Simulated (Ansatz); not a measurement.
Geometry optimisation, RKS PBE0-D4/def2-SVP in Ansatz 0.2.0.

Input:

```yaml
crystal:
  periodic: [false, false, false]
  atoms:
    - { symbol: C, position_ang: [-0.18587, 1.57171, -0.69626] }
    - { symbol: C, position_ang: [0.13889, 0.2933, -0.50411] }
    - { symbol: O, position_ang: [-0.21782, -0.29893, 0.67804] }
    - { symbol: C, position_ang: [0.01709, -1.47414, 0.99033] }
    - { symbol: H, position_ang: [0.07478, 2.07959, -1.61073] }
    - { symbol: H, position_ang: [-0.71676, 2.13758, 0.05524] }
    - { symbol: H, position_ang: [-0.63675, 0.53884, 0.99858] }
    - { symbol: H, position_ang: [-0.3274, -1.80874, 1.96788] }
    - { symbol: H, position_ang: [0.54579, -2.17555, 0.33935] }
total_charge: 1
basis:
  gaussian: { orbitals: def2-SVP }
hamiltonian:
  xc: pbe0
  dispersion: d4
relax:
  f_tol: 0.02
  max_steps: 50
```

Run as:

```bash
$ ansatz run input.yaml --threads 1 --pin off --max-ram 2048MiB --backend cpu --events-out ev --progress --plain --runs-dir out
```

Q: Where does it end, and by what steps?

A: It did not converge within its limit. Limits of this set-up: the dipole of an ion depends on the origin. After 49 steps the energy has fallen by 7.013 eV; H7 moved furthest, 2.32 Å. Parted: C2–O3, C4–H9. Joined: C2–C4, C2–H9.

| step | energy less start (eV) | largest force component (eV/Å) | accepted |
| --- | --- | --- | --- |
| 0 | 0.0000 | 5.464 | yes |
| 2 | -1.2783 | 1.321 | yes |
| 4 | -1.5885 | 2.413 | yes |
| 6 | -2.0786 | 3.640 | yes |
| 8 | -2.5621 | 1.515 | yes |
| 10 | -2.7824 | 0.453 | yes |
| 12 | -2.9842 | 0.844 | yes |
| 14 | -3.2457 | 0.681 | yes |
| 16 | -3.6990 | 0.786 | yes |
| 18 | -4.5039 | 2.059 | yes |
| 20 | -4.8120 | 5.814 | no |
| 22 | -5.4182 | 0.247 | yes |
| 24 | -5.4996 | 0.746 | yes |
| 26 | -5.5524 | 0.401 | yes |
| 28 | -5.5946 | 0.396 | yes |
| 30 | -5.6031 | 0.274 | yes |
| 32 | -5.6118 | 0.371 | yes |
| 34 | -5.6178 | 0.230 | yes |
| 36 | -5.6482 | 0.183 | yes |
| 38 | -5.6681 | 0.225 | yes |
| 40 | -5.7149 | 0.728 | yes |
| 42 | -5.7575 | 0.824 | yes |
| 44 | -5.9504 | 1.071 | yes |
| 46 | -6.3357 | 1.366 | yes |
| 48 | -6.7861 | 1.933 | yes |
| 49 | -7.0130 | 1.323 | yes |

```xyz
9
Properties=species:S:1:pos:R:3
C -0.129 1.216 -0.949
C -0.305 0.057 -0.274
O -0.478 -0.198 2.061
C 0.070 -0.532 0.965
H 0.453 2.063 -0.578
H -0.573 1.270 -1.949
H -0.266 -0.845 2.825
H 0.741 -1.411 0.970
H -0.821 -0.757 -0.852
```

Run time: 2.1 min on 1 thread of Arm Neoverse V1 (shared host), peak memory 0.14 GiB.
